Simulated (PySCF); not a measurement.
Highest orbital energy against ionisation energy along the second row

Calculated with PySCF 2.14, no spin-orbit coupling. Each cell gives −ε(HOMO) / ΔSCF in eV; NIST values include spin-orbit coupling, (s) semi-empirical, (t) theoretical.

| species | UHF | LDA | PBE | PBE0 | r2SCAN | NIST (lowest levels) |
| --- | --- | --- | --- | --- | --- | --- |
| Li (x2c-TZVPPall with one added diffuse shell each of s, p type, spin-free X2C) | 5.343 / 5.342 | 3.164 / 5.472 | 3.224 / 5.587 | 3.829 / 5.569 | 3.252 / 5.388 | 5.392 |
| Be (x2c-TZVPPall with one added diffuse shell of s type, spin-free X2C) | 8.415 / 8.043 | 5.596 / 9.022 | 5.607 / 8.997 | 6.491 / 8.971 | 5.747 / 8.789 | 9.323 |
| B (x2c-TZVPPall with one added diffuse shell each of s, p, d type, spin-free X2C) | 8.671 / 8.040 | 4.105 / 8.637 | 4.167 / 8.669 | 5.370 / 8.644 | 4.578 / 8.764 | 8.298 |
| C (x2c-TZVPPall with one added diffuse shell each of s, p, d type, spin-free X2C) | 11.943 / 10.798 | 6.119 / 11.681 | 6.092 / 11.535 | 7.646 / 11.510 | 6.566 / 11.664 | 11.260 |
| N (x2c-TZVPPall with one added diffuse shell each of s, p, d type, spin-free X2C) | 15.530 / 13.891 | 8.394 / 14.994 | 8.295 / 14.723 | 10.208 / 14.695 | 8.886 / 14.798 | 14.534 |
| O (x2c-TZVPPall with one added diffuse shell each of s, p, d type, spin-free X2C) | 14.172 / 12.015 | 7.423 / 13.973 | 7.573 / 14.039 | 9.458 / 13.829 | 7.887 / 13.689 | 13.618 |
| F (x2c-TZVPPall with one added diffuse shell each of s, p, d type, spin-free X2C) | 18.483 / 15.645 | 10.345 / 17.932 | 10.284 / 17.637 | 12.546 / 17.429 | 10.767 / 17.521 | 17.423 |
| Ne (x2c-TZVPPall with one added diffuse shell each of s, p, d type, spin-free X2C) | 23.131 / 19.654 | 13.538 / 22.166 | 13.330 / 21.643 | 15.981 / 21.435 | 13.968 / 21.469 | 21.565 |

Problem. How far is −ε(HOMO) from ΔSCF on average for each method, and why?

Solution. UHF 1.53 eV; LDA -5.65 eV; PBE -5.53 eV; PBE0 -3.82 eV; r2SCAN -5.05 eV. Hartree-Fock orbital energies lack relaxation and so exceed the ΔSCF value; semilocal functionals have convex E(N) from self-interaction, so their HOMO lies far too high; exact exchange moves hybrids part of the way back.
